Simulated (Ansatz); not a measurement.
A nudged elastic band was laid between two geometries of AlH$_{6}$NO (9 atoms, charge 0, multiplicity 1).

These are results of RKS BLYP-D4/def2-SVP (Ansatz), not measurements.

```
movable images  : 5
climbing image  : yes
spring          : 5.0 eV/Å²
optimiser       : quadratic models (default)
start path      : through a guess of the saddle point
force threshold : 0.05 eV/Å
iteration limit : 60
end points      : relaxed
```

Image 0:

```xyz
9
Properties=species:S:1:pos:R:3
Al -0.190 -0.028 0.111
H -0.207 -1.106 1.294
N 1.541 0.374 -0.534
H 2.341 -0.206 -0.253
H 1.689 0.632 -1.518
H -1.385 0.177 -0.921
O 0.109 1.749 1.032
H 1.033 1.623 0.556
H 0.256 1.751 1.999
```

Image 6:

```xyz
9
Properties=species:S:1:pos:R:3
Al 0.118 0.599 -0.632
H -0.226 -0.031 3.317
N 1.737 0.140 -1.228
H 1.888 -0.534 -1.985
H 2.640 0.482 -0.891
H -1.184 -0.019 -1.276
O -0.109 1.723 0.659
H 0.594 2.206 1.123
H -0.271 0.402 2.682
```

Question: Which bonds break or form, and what moves?

Answer: Bonds broken: Al1–H2, O7–H9. Bonds formed: H2–H9. AlH6NO becomes AlH4NO + H2.

Question: Give the energies along the band, and the barrier.

Answer: The run converged. The highest image is number 2 of 0 to 6, 0.69 eV above the first end and 0.98 eV above the last; the last end lies 0.29 eV below the first. The profile has 2 maxima (images 2, 4) with wells between them (image 3): this band takes more than one step, which may be the mechanism or a detour left from its start path. A vibrational analysis at the climbing image gives one clearly imaginary mode, 1076i cm⁻¹: a first-order saddle point. The orbitals stay closed-shell, which can raise the energy where a bond breaks towards radicals; this wasn't checked here.

```tsv
image	path coordinate (Å)	energy (eV)	Al1–H2 (Å)	O7–H9 (Å)	H2–H9 (Å)
0	0.00	0.00	1.60	0.98	2.98
1	1.11	0.17	1.62	0.98	2.25
2	2.23	0.69	1.80	1.22	1.10
3	3.98	-0.27	3.43	2.47	0.77
4	5.73	0.01	2.61	2.61	0.77
5	7.49	-0.26	2.96	2.59	0.77
6	9.24	-0.29	4.01	2.42	0.77
```

Question: What is the geometry of the highest image?

Answer: 
```xyz
9
Properties=species:S:1:pos:R:3
Al 0.010 0.383 -0.100
H -0.163 -0.418 1.508
N 1.619 0.141 -0.856
H 2.523 0.065 -0.382
H 1.730 -0.150 -1.831
H -1.302 0.302 -0.979
O -0.001 1.761 1.227
H 0.828 2.235 1.444
H -0.057 0.650 1.737
```

Time of the run: 8.8 min on 1 thread of Arm Neoverse N1 (shared host), peak memory 0.14 GiB.
